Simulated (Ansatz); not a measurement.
Anatase TiO₂ (metastable phase), treated with RPBE (Ansatz, a first-principles code, PAW).

Numerical settings: plane-wave cutoff 520 eV, 12×12×12 k mesh, Fermi–Dirac smearing 0.01 eV, no spin polarisation, scalar-relativistic PAW data made under PBE.

Cell (relaxed at this level):

```cif
data_O4Ti2
_chemical_formula_sum 'Ti2 O4'
_space_group_name_H-M_alt 'P 1'
_space_group_IT_number 1
_cell_length_a 5.59821
_cell_length_b 5.59821
_cell_length_c 5.59821
_cell_angle_alpha 140.063
_cell_angle_beta 140.063
_cell_angle_gamma 57.758
loop_
_space_group_symop_operation_xyz
  'x, y, z'
loop_
_atom_site_label
_atom_site_type_symbol
_atom_site_fract_x
_atom_site_fract_y
_atom_site_fract_z
_atom_site_occupancy
Ti1 Ti 0.75000 0.25000 0.50000 1
Ti2 Ti 0.00000 0.00000 0.00000 1
O1 O 0.54429 0.04429 0.50000 1
O2 O 0.79429 0.79429 0.00000 1
O3 O 0.20571 0.20571 0.00000 1
O4 O 0.95571 0.45571 0.50000 1
```

Question: What does this level give for the pressure derivative B′ of the bulk modulus, direct gap at Γ, band gap and bulk modulus?

Answer: 
* **pressure derivative B′ of the bulk modulus**: 2.8
* **direct gap at Γ**: 2.52 eV
* **band gap**: 2.14 eV (indirect)
* **bulk modulus**: 164 GPa

Measured, for comparison: band gap 3.42 eV (low temperature, zero-point motion not removed, gap of extended states, from the Urbach tail; as tabulated in Kang and Hybertsen (2010), arXiv:1006.4085). Computed (rounded) less measured: band gap -1.28 eV.

Note: the bulk modulus comes from volumes at which shape and atoms were relaxed.

Static lattice: no zero-point or thermal effects.

It cost roughly 18 core-minutes of CPU time.
